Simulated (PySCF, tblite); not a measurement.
**C₃H₅NO₂: geometry, infrared bands, NMR shifts, spin-spin couplings and electronic excitations**

Wanted: the infrared bands, NMR shifts, spin-spin couplings and electronic excitations of C₃H₅NO₂ (`NC(=O)CC=O`), by calculation.

Programs: tblite 0.8.0 and PySCF 2.14.0, with density-fitted response routines of our own. Each step states its level of theory. These are calculated values for one molecule in the gas phase, unless marked as measured. Atoms count from 0, in the outputs and in this text.

**1. The starting structure**

11 atoms, charge 0, multiplicity 1; geometry from: GFN2-xTB.

Bonds of the start (Å): N0–C1 1.34, C1–O2 1.21, C1–C3 1.54, C3–C4 1.50, C4–O5 1.20, N0–H6 1.01, N0–H7 1.01, C3–H8 1.09, C3–H9 1.09, C4–H10 1.10.

**2. Infrared spectrum with GFN2-xTB**

Job settings and geometry (Å):

```
{"job": {"kind": "ir", "xc": "GFN2-xTB", "basis": "xTB"}, "charge": 0, "multiplicity": 1}
N      1.446409    -0.193393     0.575535
C      0.780474    -0.433787    -0.567831
O      1.147878    -1.181114    -1.439099
C     -0.512143     0.400699    -0.699162
C     -1.405047     0.165510     0.476871
O     -1.089878     0.378710     1.619149
H      0.977311     0.277848     1.336058
H      2.254272    -0.757002     0.785578
H     -0.198166     1.446587    -0.708049
H     -0.998445     0.150869    -1.639391
H     -2.397240    -0.252256     0.234378
```

**Question.** This job is followed by: PBE0-D3(BJ)/def2-SVP geometry optimisation, gas phase; GIAO PBE0/pcSseg-1 NMR shielding, non-relativistic, gas phase; B3LYP/pcJ-1 indirect spin-spin coupling, non-relativistic, gas phase; TDDFT PBE0/def2-SVPD, vertical, gas phase, core orbitals frozen in the response; GIAO mPW1PW91/pcSseg-2 NMR shielding, non-relativistic, gas phase. What will the session give for the following? strongest single infrared mode (GFN2-xTB); zero-point energy (GFN2-xTB); point group; rotational constants (main isotopes); 13C shifts against TMS (PBE0/pcSseg-1); 1H shifts against TMS (PBE0/pcSseg-1, means over atoms taken as alike); 15N shifts against NH3 (PBE0/pcSseg-1); 17O shifts against H2O (PBE0/pcSseg-1); largest coupling of the table (B3LYP/pcJ-1); lowest singlet (PBE0/def2-SVPD); brightest single state of those computed; lowest triplet; vertical ionisation energy (ΔSCF); vertical electron affinity (ΔSCF); range of the shift of O5.

The runs gave:

```
                                                              quantity                                             value
                             strongest single infrared mode (GFN2-xTB)                             1797 cm⁻¹, 573 km/mol
                                          zero-point energy (GFN2-xTB)                                     50.7 kcal/mol
                                                           point group                                                C1
                                  rotational constants (main isotopes)                              7.80, 2.62, 2.02 GHz
                                13C shifts against TMS (PBE0/pcSseg-1)                            206.1, 164.4, 50.4 ppm
1H shifts against TMS (PBE0/pcSseg-1, means over atoms taken as alike)                        9.80, 7.51, 4.55, 3.20 ppm
                                15N shifts against NH3 (PBE0/pcSseg-1)                                         122.3 ppm
                                17O shifts against H2O (PBE0/pcSseg-1)                                  668.8, 428.8 ppm
                           largest coupling of the table (B3LYP/pcJ-1)                          1J(C,H) C4–H10, 181.4 Hz
                                       lowest singlet (PBE0/def2-SVPD)                       4.37 eV (284 nm), f = 0.001
                              brightest single state of those computed                       state 9, 7.75 eV, f = 0.113
                                                        lowest triplet                                           3.77 eV
                                     vertical ionisation energy (ΔSCF)                                           9.75 eV
                                     vertical electron affinity (ΔSCF)  -0.69 eV (unbound: the value hangs on the basis)
                                              range of the shift of O5                                655.3 to 668.8 ppm
```

**Reading.** No mode is imaginary among the 27: a minimum at this level. The strongest single mode, at 1797 cm⁻¹, moves mainly C1. Unscaled tight-binding wavenumbers are off by several per cent, some by more. Its intensities can rank the bands wrongly. The optimisation took 15 steps and gained 0.074 eV; among the close pairs (by a distance rule), C1–C3 changed most, from 1.544 to 1.529 Å. The most deshielded carbon is C4 (aldehyde carbonyl carbon), at 206.1 ppm: low-lying n→π* states of the double bond to the heteroatom give a large paramagnetic term (-269 ppm). H10 (hydrogen on an aldehyde carbonyl carbon) lies farthest downfield among hydrogen, at 9.80 ppm; deshielded by the polar, anisotropic C=O bond. At PBE0/pcSseg-1: The widest tensor belongs to O5: span 1319 ppm, with a paramagnetic part of -736 ppm. In the run at B3LYP/pcJ-1, the largest coupling of the table is C4–H10, 181.4 Hz, of which the Fermi-contact term gives 181.5 Hz. Couplings across rotatable bonds belong to this one conformer; where others are populated, the observed values are averages. The lowest singlet, at 4.37 eV, is HOMO−2→LUMO 0.59, HOMO→LUMO 0.38 and is dark; of the 10 states computed, the strongest absorption comes from state 9 at 7.75 eV. The lowest triplet lies 0.60 eV below the lowest singlet (triplets in Tamm-Dancoff, singlets in full TDDFT). ΔSCF puts the ionisation energy at 9.75 eV, 2.13 eV above −ε(HOMO). In ppm, O5 moves most: its shift spreads over 13.5 ppm, from 655.3 (mPW1PW91/pcSseg-2) to 668.8 (PBE0/pcSseg-1). Part of that comes from the computed reference.
